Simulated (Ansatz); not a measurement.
`FCC1=CC1` → 4 C• + F• + 5 H•  (atomization)

Gas-phase electronic energies from Ansatz, PBE0-D4/def2-TZVP geometries. CCSD(T)/CBS is the MP2 limit (def2-TZVPP, def2-QZVPP) plus CCSD(T) − MP2 in def2-TZVPP, frozen cores. This one scheme is used for every species, atoms too. DFT in def2-TZVPP. No spin–orbit coupling; open shells (•) take unrestricted orbitals. Spin–orbit coupling would lower the free atoms: a little for C, F. Each species was taken in one conformer, which may not be the lowest.

```csv
level,ΔE (kJ/mol)
B97M-V,4140.0
CCSD/CBS(def2),4046.0
```

Q: What does CCSD(T)/CBS give? (Estimate.)

A: Computed: +4116.5 kJ/mol. The listed levels differ from it by 23.5, -70.5 kJ/mol.

Largest T1 diagnostic among the species: 0.010.

The D4 term adds +24.7 kJ/mol with B3LYP and +12.9 kJ/mol with PBE0; it sums over pairs of atoms, weighted by their polarisabilities, and B3LYP, whose exchange is more repulsive, gets the larger term. From PBE to PBE0 (25 % exact exchange), in def2-TZVPP and without D4, ΔE moves by −92.4 kJ/mol: exact exchange takes away binding that semilocal exchange gives to molecules.

B3LYP here is the variant with VWN-RPA as its local correlation; programs differ in this.

For atomizations the MP2-based limit and the directly extrapolated one differ by several kJ/mol either way, and by 10 to 25 for some Ge, Se and Sn compounds, so smaller differences from it don't rank the levels.
